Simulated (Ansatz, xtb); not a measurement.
# Two isomers of C4H9NS

Structure a: `N[C@H]1C[C@@H](S)C1`, a singlet. Structure b: `NC1(S)CCC1`, a singlet. Both are isolated molecules in the gas phase, relaxed with PBE0-D3(BJ)/def2-SVP; each stands in its lowest conformer found.

Quicker runs give these differences E(b) − E(a): GFN2-xTB −2.03 kcal/mol; HF/STO-3G −1.34 kcal/mol (at GFN2-xTB geometries); r2SCAN-D4/def2-SVP −0.78 kcal/mol (at GFN2-xTB geometries).

**Question.** Estimate E(b) − E(a) at the level CCSD(T)/def2-SVP + ΔMP2/def2-TZVPP.

**Answer.** Calculated at CCSD(T)/def2-SVP + ΔMP2/def2-TZVPP: E(b) − E(a) = −1.37 kcal/mol, so structure b lies lower.

How the difference moves with the method:

```json
{"level": "GFN2-xTB", "geometry": "GFN2-xTB", "E(b) − E(a) (kcal/mol)": "−2.03", "departure from the last row (kcal/mol)": "−0.65", "job, with rough time for the two": "optimisation, 0.5 s"}
{"level": "HF/STO-3G", "geometry": "GFN2-xTB", "E(b) − E(a) (kcal/mol)": "−1.34", "departure from the last row (kcal/mol)": "+0.03", "job, with rough time for the two": "single point, 1.7 s"}
{"level": "r2SCAN-D4/def2-SVP", "geometry": "GFN2-xTB", "E(b) − E(a) (kcal/mol)": "−0.78", "departure from the last row (kcal/mol)": "+0.59", "job, with rough time for the two": "single point, 11 s"}
{"level": "PBE0-D3(BJ)/def2-SVP", "geometry": "PBE0-D3(BJ)/def2-SVP", "E(b) − E(a) (kcal/mol)": "−0.78", "departure from the last row (kcal/mol)": "+0.59", "job, with rough time for the two": "optimisation, 3.5 min"}
{"level": "HF/def2-SVP", "geometry": "PBE0-D3(BJ)/def2-SVP", "E(b) − E(a) (kcal/mol)": "−1.27", "departure from the last row (kcal/mol)": "+0.10", "job, with rough time for the two": "part of the CCSD(T) run"}
{"level": "MP2/def2-SVP", "geometry": "PBE0-D3(BJ)/def2-SVP", "E(b) − E(a) (kcal/mol)": "−1.55", "departure from the last row (kcal/mol)": "−0.17", "job, with rough time for the two": "part of the CCSD(T) run"}
{"level": "CCSD(T)/def2-SVP", "geometry": "PBE0-D3(BJ)/def2-SVP", "E(b) − E(a) (kcal/mol)": "−1.36", "departure from the last row (kcal/mol)": "+0.02", "job, with rough time for the two": "single point"}
{"level": "CCSD(T)/def2-SVP + ΔMP2/def2-TZVPP", "geometry": "PBE0-D3(BJ)/def2-SVP", "E(b) − E(a) (kcal/mol)": "−1.37", "departure from the last row (kcal/mol)": "", "job, with rough time for the two": "single point, 2.9 min"}
```

As drawn, both hold the same kinds of bond in the same numbers.

The levels shown agree on the order. The largest departure from CCSD(T)/def2-SVP + ΔMP2/def2-TZVPP is that of GFN2-xTB, 0.65 kcal/mol. The last row adds to CCSD(T) the change of the MP2 difference between the two basis sets, here −0.02 kcal/mol.

With thermal terms from frequencies at re-optimised GFN2-xTB minima (ideal gas, soft modes damped towards free rotors, one conformer each, 298.15 K, 1 atm): on the last row, ΔE + ΔZPE = −1.87, ΔH = −1.54, ΔG = −2.20 kcal/mol.

The correlated steps freeze 10 core orbitals. Mirror images aren't counted in ΔG. Codes used: Ansatz 0.2.0, xtb 6.7.1; the last row on 2 threads of Intel(R) Xeon(R) Processor @ 2.50GHz (Skylake/Cascade Lake) on a shared host.
